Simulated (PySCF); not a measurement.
**NaS: one state, many levels of theory**

State: ²Π (doublet), unpaired electrons π ↑. Set-up: Na jorge-DZP-DKH, S jorge-DZP-DKH; spin-free X2C with a Gaussian nucleus (PySCF 2.14). De refers to Na + S in their high-spin ground configurations, without counterpoise correction. The functionals are run spin-unrestricted. A positive dipole means Na(−)S(+).

```csv
Level,Re (Å),ωe (cm⁻¹),De (eV),μ (D)
UHF,2.524,330,1.41,-9.26
UHF-MP2,2.511,333,2.16,n/a
UHF-SCS-MP2,2.514,332,2.14,n/a
UHF-CCSD,2.513,332,2.10,n/a
UHF-CCSD(T),2.515,330,2.14,n/a
PBE,2.510,321,2.58,-7.74
PW91,2.509,320,2.64,-7.73
r²SCAN,2.509,327,2.62,-8.53
M06-L,2.516,321,n/a,-9.10
B3LYP,2.502,327,2.50,-8.03
PBE0,2.498,331,2.49,-8.35
HSE06,2.499,329,2.49,-8.31
```

The bond length runs from 2.498 Å (PBE0) to 2.524 Å (UHF). De spans 1.41 eV (UHF, mean field) to 2.64 eV (PW91, GGA). Correlation at CCSD(T) changes the Hartree–Fock bond energy by +0.73 eV; the triples alone change it by +0.04 eV.

Correlated steps freeze 6 core orbitals. Correlated levels converge slowly with the basis: in double zeta they bind strong bonds too weakly, by up to about 1 eV, and carry superposition errors of some tenths. The state was picked by a PBE0 search and need not be the measured ground state.
